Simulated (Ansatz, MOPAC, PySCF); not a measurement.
Process, species as SMILES: CS (CH4S) [methanethiol] → C[S-] + H+

Quantity: gas-phase deprotonation energy (enthalpy at 298 K), in kcal/mol. Conventions: spin-orbit terms left out; 6-311+G** with 5d, 6d on Na to Ar in Ansatz (a quantum-chemistry and plane-wave program); non-relativistic; frozen cores in correlated levels; LANL2DZ with its own core potentials from Na on; dispersion terms only where a functional's name holds one; 6-31G* and kin with 6d, 5d where marked. Basis-set limits of correlation are two-point, X^-3; Hartree-Fock from the larger set. [CCSD(T)-MP2]/basis is that difference in the basis named. Ab initio and DFT rows: single points at B3LYP-D3(BJ) geometries (Ansatz), with unscaled harmonic terms from B3LYP/6-31G* at its own minima. Semi-empirical rows: MOPAC heats of formation at their own minima for 298 K, the proton's as measured. Sets without +, aug- or the D of def2-TZVPD hold no diffuse functions, which anions need.

Coupled cluster (Ansatz) is a level with limits of its own, used here on species with T1 under 0.025 (0.045 for open shells) and stable references: RI-MP2/CBS(aug-cc-pV(T+d)Z,aug-cc-pV(Q+d)Z)+[CCSD(T)-MP2]/aug-cc-pV(T+d)Z.

Value to compare with, RI-MP2/CBS(aug-cc-pV(T+d)Z,aug-cc-pV(Q+d)Z)+[CCSD(T)-MP2]/aug-cc-pV(T+d)Z (Ansatz): 357.3 kcal/mol.

```json
[
 {"level": "PM3", "program": "MOPAC", "gas-phase deprotonation energy (enthalpy at 298 K) (kcal/mol)": "349.1", "difference": "-8.2"},
 {"level": "HF/LANL2DZ", "program": "Ansatz", "gas-phase deprotonation energy (enthalpy at 298 K) (kcal/mol)": "354.0", "difference": "-3.3"},
 {"level": "HF/6-311+G**", "program": "Ansatz", "gas-phase deprotonation energy (enthalpy at 298 K) (kcal/mol)": "358.5", "difference": "1.2"},
 {"level": "PBE/3-21G", "program": "Ansatz", "gas-phase deprotonation energy (enthalpy at 298 K) (kcal/mol)": "356.6", "difference": "-0.7"},
 {"level": "PBE/6-31G*", "program": "Ansatz", "gas-phase deprotonation energy (enthalpy at 298 K) (kcal/mol)": "363.0", "difference": "5.7"},
 {"level": "B3LYP/6-31G*", "program": "Ansatz", "gas-phase deprotonation energy (enthalpy at 298 K) (kcal/mol)": "364.1", "difference": "6.8"},
 {"level": "M06-2X/6-311+G**", "program": "PySCF", "gas-phase deprotonation energy (enthalpy at 298 K) (kcal/mol)": "353.7", "difference": "-3.6"},
 {"level": "MP2/3-21G", "program": "Ansatz", "gas-phase deprotonation energy (enthalpy at 298 K) (kcal/mol)": "355.1", "difference": "-2.2"},
 {"level": "MP2/6-31G*", "program": "Ansatz", "gas-phase deprotonation energy (enthalpy at 298 K) (kcal/mol)": "362.9", "difference": "5.6"},
 {"level": "PBE/def2-TZVPD", "program": "Ansatz", "gas-phase deprotonation energy (enthalpy at 298 K) (kcal/mol)": "355.5", "difference": "-1.8"},
 {"level": "r2SCAN-D4/def2-TZVPD", "program": "Ansatz + dftd4", "gas-phase deprotonation energy (enthalpy at 298 K) (kcal/mol)": "357.6", "difference": "0.3"},
 {"level": "PBE0/def2-TZVPD", "program": "Ansatz", "gas-phase deprotonation energy (enthalpy at 298 K) (kcal/mol)": "358.0", "difference": "0.7"}
]
```

Among the 9 habitual levels, PM3 lies farthest from RI-MP2/CBS(aug-cc-pV(T+d)Z,aug-cc-pV(Q+d)Z)+[CCSD(T)-MP2]/aug-cc-pV(T+d)Z (Ansatz) (-8.2 kcal/mol); 4 of 9 lie above it, and their mean absolute difference is 4.1 kcal/mol, the median 3.6. One case shows no general order.

The levels are drawn from those run, B3LYP/6-31G* more often than the rest, none by its result; runs whose electronic state is in doubt are left out.
